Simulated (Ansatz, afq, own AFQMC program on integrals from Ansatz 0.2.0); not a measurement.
## AlBH, doublet → AlBH⁺, singlet

| atom | x (Å) | y (Å) | z (Å) |
| --- | --- | --- | --- |
| B | 0.0000 | -0.1388 | 1.5159 |
| Al | 0.0000 | 0.0968 | -0.5473 |
| H | 0.0000 | -1.1027 | -1.6081 |

Connectivity, by distances: B–AlH.

E(singlet, charge +1) − E(doublet, charge +0) at this geometry, on UHF and RHF determinants.

Basis 6-31G. Only valence electrons are correlated. Integrals, coupled cluster, full CI and functionals: Ansatz 0.2.0; the random walks run on the same integrals in our own AFQMC program. ph-AFQMC/CISD is guided by a CISD state made of CCSD amplitudes; releasing the constraint for a short imaginary time cuts its bias at the price of noise, slowly where states lie close. Uncertainties: one standard error, sampling alone. The errors of all members are added in quadrature.

Full CI on the same integrals is exact in this basis and with this determinant's frozen core.

Errors are counted within 6-31G, not against nature.

Cautions: AlBH (doublet): strong correlation (T1 0.072, weight of the determinant 0.82, largest double 0.12), unrestricted determinant spin contaminated (⟨S²⟩ 1.66 against 0.75), the next higher spin lies close, its ph-AFQMC/CISD value lies 18 ± 7 meV above full CI; AlBH⁺ (singlet): restricted determinant unstable towards unrestricted (UHF 783 meV lower, ⟨S²⟩ 0.89), strong correlation (T1 0.044, weight of the determinant 0.82, largest double 0.22), the released energy hasn't reached full CI (20 meV above it at 2.40 1/Eh), so no released level is given (meV from the phaseless value at times in 1/Eh: -2 ± 7 at 0.24, -9 ± 7 at 0.51, -7 ± 6 at 0.99, -13 ± 6 at 1.62, -18 ± 8 at 2.40), its ph-AFQMC/CISD value lies 38 ± 6 meV above full CI.

| level | vertical ionization energy (kJ/mol) |
| --- | --- |
| CCSD | 679.1 |
| MP2 | 711.3 |

Question: From these cheaper values, estimate the vertical ionization energy at the reference level in 6-31G.

Answer: 685.9 kJ/mol (full CI in 6-31G).

| level | vertical ionization energy (kJ/mol) | error against FCI (kJ/mol) |
| --- | --- | --- |
| HF | 765.4 | 79.5 |
| CCSD(T) | 679.8 | -6.1 |
| CCSDT | 685.4 | -0.5 |
| CCSDT(Q) | 685.6 | -0.2 |
| CCSDTQ | 685.8 | -0.1 |
| ph-AFQMC/HF | 689.0 ± 3.9 | 3.1 ± 3.9 |
| ph-AFQMC/CISD | 687.8 ± 0.9 | 1.9 ± 0.9 |

Correlation beyond CCSD(T) adds 6.1 kJ/mol. The perturbative (T) step is worth +0.7 kJ/mol. Where the cautions show a poor determinant, the low rows tell how each method copes with it, not its usual error.

CCSDT and higher add their correlation energy to the determinant of the CCSD(T) run, since their own runs factorise the integrals more tightly (a shift of under 2 meV). A walk keeps the symmetry of its determinant, which the program's search chose and which needn't be the lowest solution, so a lower state of the same spin and another symmetry isn't excluded.
